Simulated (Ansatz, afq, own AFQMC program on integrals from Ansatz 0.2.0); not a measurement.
## Atomization energy of ZrCl, quartet, worked out

```xyz
2

Zr    0.0000    0.0000    0.0000
Cl    0.0000    0.0000    2.3446
```

Basis def2-SVP with its core potentials. Noble-gas cores (and the filled d shells of Ga–Kr and In–Xe) are frozen. Integrals, coupled cluster, full CI and functionals: Ansatz 0.2.0; the random walks run on the same integrals in our own AFQMC program. The CISD trial takes its coefficients from CCSD amplitudes. Released means that phaseless walkers are propagated on without the constraint, phases kept. ± is one standard error of the sampling. No spin–orbit coupling. The metal's outer-core s and p shells are frozen, which shifts wave-function levels against functionals.

Total energies in eV. CBS is CCSD(T) at the limit of def2-TZVPP/QZVPP (extrapolated itself); the highest rung of each member is named.

Cautions: no spin-orbit coupling; outer-core shells of the metal frozen; ZrCl (quartet): lower spins were not checked; Zr (triplet): its ph-AFQMC/CISD value lies 21.6 ± 1.1 meV above full CI.

```csv
member,count,CCSD(T)/def2-SVP,highest rung in def2-SVP,which,CCSD(T)/CBS
Zr (triplet),+1,-1264.7976,-1264.8271,FCI,-1265.5605
Cl (doublet),+1,-12502.1624,-12502.1710,FCI,-12509.3582
"ZrCl, quartet",-1,-13771.1924,-13771.2180,CCSDT(Q),-13779.5354
```

Question: Work out the best estimate of the atomization energy: the CCSD(T)/CBS difference plus the step from CCSD(T) to the highest rung.

Answer: Sums with the counts: CCSD(T)/CBS 4.6167 eV, highest rung 4.2199 eV, CCSD(T)/def2-SVP 4.2324 eV. The step is 4.2199 − 4.2324 = -0.0125 eV, so the best estimate is 4.6167 + (-0.0125) = 4.6042 eV = 106.2 kcal/mol. The basis set is worth 0.384 eV of it. Zero-point, core-correlation and spin–orbit terms aren't in it. Past Ne the Hartree–Fock part of each CBS total tends to overshoot, since the cores don't follow the formula; that largely cancels in the difference.

Best estimates are given only where the step beyond CCSD(T) is under 0.3 eV and no member's determinant is very poor (T1 over 0.05, or 0.07 for open shells, ⟨S²⟩ too high by 0.3, two states mixed), so the hardest cases are missing from such tables.

CCSDT and higher add their correlation energy to the determinant of the CCSD(T) run, since their own runs factorise the integrals more tightly (a shift of under 2 meV). Each member of a difference takes its own highest rung, so a best estimate needn't equal the limit plus the step of one row. The exponents were fitted on light atoms, and def2 sets of heavy atoms don't grow evenly, so the limit is rough here.
